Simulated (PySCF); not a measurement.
**CHFO, a complex of two parts: interaction energy**

One table from this session's results is given with a row withheld; the runs are named, their logs left out.

Programs: PySCF 2.14.0. All values are calculated, for the isolated system unless a continuum is named. Atoms count from 0, parts from 1.

### The system as given

4 atoms, charge 0, multiplicity 1; geometry: GFN2-xTB. Parts: 1 = atoms 0–1, `F`, charge 0; 2 = atoms 2–3, `[C-]#[O+]`, charge 0.

The first run:

The job: settings as JSON, then the geometry in Å.

```
{"job": {"xc": "PBE0", "basis": "def2-TZVPD", "d3": "d3bj", "grid": 3, "kind": "geom", "shake": 0.01}, "charge": 0, "multiplicity": 1, "parts": [{"atoms": "0-1", "charge": 0, "multiplicity": 1}, {"atoms": "2-3", "charge": 0, "multiplicity": 1}]}
F      0.279380     0.351821    -0.051890
H     -0.290929    -0.383365     0.103720
C     -1.406274    -1.924471     0.427148
O     -1.989755    -2.824109     0.627243
```

Run with:

```sh
> OMP_NUM_THREADS=1 python cluster_run.py task.json out
```

The driver reads the jobs from task.json and runs them one after another.

Steps of the session up to this table: Optimising the geometry at PBE0-D3(BJ)/def2-TZVPD; Coupled-cluster interaction energy: CCSD(T) and MP2, 2.01 Å; Coupled-cluster interaction energy: CCSD(T) and MP2, 2.11 Å; Coupled-cluster interaction energy: CCSD(T) and MP2, 2.21 Å; Coupled-cluster interaction energy: CCSD(T) and MP2, 1.91 Å; Coupled-cluster interaction energy: CCSD(T) and MP2, 2.51 Å; Coupled-cluster interaction energy: CCSD(T) and MP2, 1.81 Å; Coupled-cluster interaction energy: CCSD(T) and MP2, 3.02 Å; Coupled-cluster interaction energy: CCSD(T) and MP2, 4.02 Å.

One of the session's tables, all rows but one given; the rest of the session is left out.

It belongs to the step «Coupled-cluster interaction energy: CCSD(T) and MP2, 4.02 Å». 

```
                 method  interaction energy (kcal/mol)
         HF/aug-cc-pVDZ                          -0.41
        MP2/aug-cc-pVDZ                          -0.66
       CCSD/aug-cc-pVDZ                          -0.55
    CCSD(T)/aug-cc-pVDZ                          -0.57
         HF/aug-cc-pVQZ                          -0.39
        MP2/aug-cc-pVQZ                          -0.63
    SCS-MP2/aug-cc-pVQZ                          -0.61
      MP2, extrapolated                          -0.63
CCSD(T), limit estimate                              ?
```

Q: Estimate the row for CCSD(T), limit estimate from the others.

As computed: interaction energy (kcal/mol): -0.54. In the column «interaction energy (kcal/mol)» it lies between CCSD/aug-cc-pVDZ (-0.55) and HF/aug-cc-pVDZ (-0.41).
